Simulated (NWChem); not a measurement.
Program: NWChem. System: methane (CH4), charge 0, spin multiplicity 1, at a geometry optimised with PBE/def2-SVP. Level: CCSD(T)/def2-TZVP, 1 core orbitals frozen.

The NWChem input:

```
start mol
memory heap 100 mb stack 700 mb global 1900 mb
geometry units angstroms nocenter noautoz
  C      0.000000     0.000000    -0.000000
  H      0.000000     0.903019     0.638528
  H      0.000000    -0.903019     0.638528
  H     -0.903020     0.000000    -0.638527
  H      0.903020     0.000000    -0.638527
  symmetry group C2v
end
basis spherical
  * library def2-tzvp
end
scf
  rhf
  nopen 0
  maxiter 100
  thresh 1e-7
  semidirect memsize 60000000 filesize 0
end
tce
  freeze core 1
  ccsd(t)
  2eorb
  2emet 13
  thresh 1e-6
  maxiter 100
  tilesize 24
end
task tce energy
```

NWChem printed:

```
             Northwest Computational Chemistry Package (NWChem) 7.3.0
             --------------------------------------------------------

                                NWChem Input Module
                                -------------------

 Scaling coordinates for geometry "geometry" by  1.889725989
 (inverse scale =  0.529177249)

 Turning off AUTOSYM since
 SYMMETRY directive was detected!

                             Geometry "geometry" -> ""
                             -------------------------

 Output coordinates in angstroms (scale by  1.889725989 to convert to a.u.)

  No.       Tag          Charge          X              Y              Z
 ---- ---------------- ---------- -------------- -------------- --------------
    1 C                    6.0000     0.00000000     0.00000000     0.00000000
    2 H                    1.0000     0.00000000     0.90301900     0.63852800
    3 H                    1.0000     0.00000000    -0.90301900     0.63852800
    4 H                    1.0000    -0.90302000     0.00000000    -0.63852700
    5 H                    1.0000     0.90302000     0.00000000    -0.63852700

 Effective nuclear repulsion energy (a.u.)      13.2414293000

            Nuclear Dipole moment (a.u.)
            ----------------------------
        X                 Y               Z
 ---------------- ---------------- ----------------
     0.0000000000     0.0000000000     0.0000037795

      Symmetry information
      --------------------

 Group name             C2v
 Group number             16
 Group order               4
 No. of unique centers     3

      Symmetry unique atoms

     1    2    4


 Summary of "ao basis" -> "" (spherical)
 ------------------------------------------------------------------------------
       Tag                 Description            Shells   Functions and Types
 ---------------- ------------------------------  ------  ---------------------
 *                         def2-tzvp                  on all atoms

 Summary of "ao basis" -> "ao basis" (spherical)
 ------------------------------------------------------------------------------
[...]
           Alpha electrons :     5
            Beta electrons :     5
           No. of orbitals :   110
            Alpha orbitals :    55
             Beta orbitals :    55
        Alpha frozen cores :     1
         Beta frozen cores :     1
     Alpha frozen virtuals :     0
      Beta frozen virtuals :     0
         Spin multiplicity : singlet
    Number of AO functions :    55
       Number of AO shells :    27
        Use of symmetry is : on
      Symmetry adaption is : on
         Schwarz screening : 0.10D-09

          Correlation Information
          -----------------------
          Calculation type : Coupled-cluster singles & doubles w/ perturbation
   Perturbative correction : (T)
            Max iterations :      100
        Residual threshold : 0.10D-05
     T(0) DIIS level shift : 0.00D+00
     L(0) DIIS level shift : 0.00D+00
     T(1) DIIS level shift : 0.00D+00
     L(1) DIIS level shift : 0.00D+00
     T(R) DIIS level shift : 0.00D+00
     T(I) DIIS level shift : 0.00D+00
   CC-T/L Amplitude update :  5-th order DIIS
                I/O scheme : Global Array Library
        L-threshold :  0.10D-05
        EOM-threshold :  0.10D-05
 no EOMCCSD initial starts read in
 TCE RESTART OPTIONS
 SLICE:      F
 D4D5:       F
 quantumc:   F
 qrotation:  F
 pwtce:      F
 qducc:      F
 nacto:                         0
 nrotv:                         0
 nrot:                          0

            Memory Information
            ------------------
          Available GA space size is     249033775 doubles
          Available MA space size is     104853972 doubles

 Maximum block size supplied by input
 Maximum block size        24 doubles

 tile_dim =     21

 -------------------------------------------------

 Global array virtual files algorithm will be used

 Parallel file system coherency ......... OK

 4-electron integrals stored in orbital form

 v2    file size   =           717511
 4-index algorithm nr.  13 is used
 imaxsize =       30
 imaxsize ichop =        0


CCSD iterations
 ---------------------------------------------------------
 Iter          Residuum       Correlation     Cpu    Wall
 ---------------------------------------------------------
    1   0.1175321219607  -0.1876841322399     0.1     0.1
    2   0.0326536292696  -0.2045691813892     0.1     0.1
    3   0.0116632751455  -0.2082699424103     0.1     0.1
    4   0.0046677154514  -0.2092984411972     0.1     0.1
    5   0.0019983614409  -0.2096511822624     0.1     0.1
    6   0.0002367674138  -0.2098800851951     0.1     0.1
    7   0.0000839688230  -0.2098697866325     0.1     0.1
    8   0.0000381853539  -0.2098695639675     0.1     0.1
    9   0.0000179451426  -0.2098693799930     0.1     0.1
   10   0.0000086325292  -0.2098693909273     0.1     0.1
   11   0.0000007980325  -0.2098694143900     0.1     0.1
 -----------------------------------------------------------------
 Iterations converged
 CCSD correlation energy / hartree =        -0.209869414390004
 CCSD total energy / hartree       =       -40.421574460857386

 Singles contributions

 Doubles contributions
 CCSD(T)
 Using plain CCSD(T) code
             total no. of tasks          230
 total no. of tasks / no. procs          230
                         wl_min          250           2.5
                         wl_max        74088           6.5
        thresh for no. of tasks          230

 CCSD[T]  correction energy / hartree =        -0.006026985178753
 CCSD[T] correlation energy / hartree =        -0.215896399568757
 CCSD[T] total energy / hartree       =       -40.427601446036135
 CCSD(T)  correction energy / hartree =        -0.005804307876840
 CCSD(T) correlation energy / hartree =        -0.215673722266844
 CCSD(T) total energy / hartree       =       -40.427378768734222

 Task  times  cpu:        4.3s     wall:        4.3s

 Total times  cpu:        4.4s     wall:        4.4s
```
